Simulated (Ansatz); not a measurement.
in.yaml

```yaml
crystal:
  periodic: [false, false, false]
  atoms:
    - {symbol: C, position_ang: [-0.879518, -0.063269, 0.000000]}
    - {symbol: O, position_ang: [-0.659328, -1.257612, 0.000000]}
    - {symbol: O, position_ang: [0.051691, 0.907438, 0.000000]}
    - {symbol: H, position_ang: [-1.876669, 0.395195, 0.000000]}
    - {symbol: C, position_ang: [1.408590, 0.417884, 0.000000]}
    - {symbol: H, position_ang: [2.031825, 1.308761, 0.000000]}
    - {symbol: H, position_ang: [1.592812, -0.185575, 0.889397]}
    - {symbol: H, position_ang: [1.592812, -0.185575, -0.889397]}
basis:
  gaussian: {orbitals: "6-31G*"}
hamiltonian: {xc: {name: PBE0}}
output: {orbitals: {seedname: orbitals}}
```

```sh
$ ansatz run in.yaml --threads 1 --pin off --events-out ev --progress --plain --max-ram 2560MiB --backend cpu
```

The program prints:

```
802 factors; their error is unknown
mean field evaluation 1: about -6222.3109 eV, gradient 4.6e1 eV
mean field evaluation 2: about -6216.2624 eV, gradient 7.5e1 eV
mean field evaluation 4: about -6226.1433 eV, gradient 4.5e0 eV
mean field evaluation 8: about -6226.1759 eV, gradient 7.5e-2 eV
mean field -6226.15739908 eV, -228.8070641750 hartree, gradient 8.9e-5 eV, S^2 0.000000; 0 other end points of the search recorded, 0 dependent functions left out
reference -6226.15741146 eV, -228.8070646301 hartree; 16, 16 occupied and 52, 52 virtual orbitals, 802 factors
Total energy: -6226.15741146 eV, -228.8070646301 hartree
```

Ran on 1 thread of AMD EPYC 7R13, shared host: 1 s wall, 0.15 GiB peak host memory.
